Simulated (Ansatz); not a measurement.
Mulliken charges of C$_{3}$H$_{5}$N (`NC1C=C1`) from r2SCAN/def2-TZVPP in Ansatz (PBE0-D4/def2-TZVP geometry).

```csv
atom,x (Å),y (Å),z (Å),charge (e)
N1,-0.226,1.289,-0.576,-0.347
C2,0.497,0.103,-0.193,0.107
C3,-0.164,-1.202,0.116,-0.159
C4,0.263,-0.516,1.130,-0.149
H5,-0.245,1.393,-1.583,0.131
H6,-1.184,1.240,-0.251,0.123
H7,1.504,0.115,-0.611,0.036
H8,-0.695,-2.068,-0.248,0.130
H9,0.338,-0.401,2.200,0.128
```

**Question.** By hand: the dipole of these point charges (1 e Å = 4.8032 D).

**Answer.** Σ q r = (-0.052, -0.149, -0.018) e Å, of length 0.159 e Å = 0.76 D.

**Question.** How does the dipole of the full density compare? (An estimate is asked.)

**Answer.** Computed: (-0.174, -0.211, -0.085) e Å, 1.38 D; the point charges give 0.55 times that, at 23° from its direction.

Point charges leave out the atoms' own dipoles, such as those of lone pairs, and Mulliken's split depends on the basis, so the two needn't agree.
